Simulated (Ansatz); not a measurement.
Species: H3S, charge 1, singlet. H3S+ (SMILES [SH3+]).
B3LYP-D3(BJ)/def2-TZVP minimum from Ansatz (an electronic-structure program):
```
S
H 1 1.3577
H 1 1.3577 2 94.35
H 1 1.3577 2 94.35 3 -94.71
```
Charge +1, spin multiplicity 1.

Hartree-Fock and CCSD(T) correlation energies in hartree (Ansatz). Open shells are spin-unrestricted; no spin-orbit coupling. Correlated methods leave the cores frozen. No relativity.

| basis | X | E(HF) | E(corr, CCSD(T)) |
|---|---|---|---|
| cc-pV(T+d)Z | 3 | -398.99658 | -0.22208 |
| cc-pV(Q+d)Z | 4 | -399.00069 | -0.23534 |
| cc-pV(5+d)Z | 5 | -399.00155 | withheld |

**Question.** Fit E(corr) = E∞ + A/X³ to X = 3 and 4, predict X = 5, and compare with the run.

**Answer.** A = (-0.22208 - (-0.23534))/(1/27 - 1/64) = 0.6193; E∞ = -0.23534 - A/64 = -0.24502; at X = 5, E∞ + A/125 = -0.24006. The run gave -0.23959, 0.47 mEh above the prediction. The same form on X = 4 and 5 gives E∞ = -0.24405, 0.97 mEh above the first estimate.
